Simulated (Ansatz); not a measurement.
# Two structures, one formula

Two relaxed structures of SiNH4S (charge +1), singlet (PBE0-D4/def2-TZVP; forces vanish, vibrations not checked).

A:

```xyz
7
angstrom
N -0.5177 0.5239 0.0016
Si 0.6085 -0.5796 0.4591
S 0.1231 -2.0275 1.8147
H 1.3688 -2.5472 1.7552
H -0.3156 1.2563 -0.6670
H -1.4699 0.5564 0.3414
H 1.9409 -0.4654 -0.1456
```

B:

```csv
atom,x (Å),y (Å),z (Å)
N1,-0.5820,0.4915,-0.3020
Si2,0.8328,-0.6065,0.3311
S3,0.4095,-1.8089,1.7462
H4,-0.8010,0.3350,-1.2903
H5,-0.3902,1.4928,-0.2019
H6,-1.4250,0.2809,0.2398
H7,1.9560,-0.1849,-0.5228
```

Program: Ansatz 0.2.0. Basis: def2-TZVPP. Cores are frozen in the correlated methods. B3LYP uses VWN-RPA correlation.

(1) Which structure is lower at CCSD(T), and by how much? (To be estimated.)

T1 diagnostic: at most 0.016.

Answers

(1) The calculation gives: A, by 0.382 eV (electronic energy, against the other). By their contacts, A is SiNH₄S ([NH2][SiH][SH]), total charge +1 and B is SiNH₄S ([NH3][SiH][S]), total charge +1.

All methods give the same order:

```
   method  E(B) − E(A) (eV)
   PBE-D4             0.376
r2SCAN-D4             0.430
  PBE0-D4             0.425
 B3LYP-D4             0.450
  wB97M-V             0.471
       HF             0.598
      MP2             0.382
     CCSD             0.437
  CCSD(T)             0.382
```

Labels in which every atom is bracketed show which atoms are joined, not bond orders.

For scale, one of the runs: CCSD(T)/def2-TZVPP, 171 basis functions, launched by `ansatz run in.yaml --threads 2 --pin off --events-out ev --progress --plain --max-ram 4352MiB`. Hardware: 2 CPU threads of an Arm Neoverse V1, shared host. Wall time 21 s; peak host memory 1.3 GiB.
